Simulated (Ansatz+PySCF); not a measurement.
Two shapes of singlet CH4O.

Shape 1:

```xyz
6

C     0.0000   -0.0296   -0.6489
O     0.0000   -0.0656    0.7479
H     0.0000   -1.0687   -1.0110
H    -0.8949    0.4658   -1.0751
H     0.8949    0.4658   -1.0751
H     0.0000    0.8400    1.0713
```

Shape 2:

```xyz
6

C    -0.0174    0.0168   -0.6425
O    -0.0400   -0.0384    0.7607
H    -0.0123   -1.0215   -1.0222
H    -0.8763    0.4428   -1.0348
H     0.9009    0.4674   -1.1247
H    -0.0135    0.8745    1.1048
```

Basis set: def2-SVP (spherical functions). Left uncorrelated: 2 orbitals. Charge 0, multiplicity 1.

Computed with Ansatz (development build ahead of 0.2.0); each method stands on the lowest determinant of its kind that the runs found.

Problem. Which shape is lower in energy, and by how much in each method?

Solution.

```
             method  E(2) − E(1) (eV)
        RHF-CCSD(T)             0.141
        UHF-CCSD(T)             0.141
  PBE0 (restricted)             0.138
PBE0 (unrestricted)             0.138
r²SCAN (restricted)             0.134
```

Shape 1 is lower.
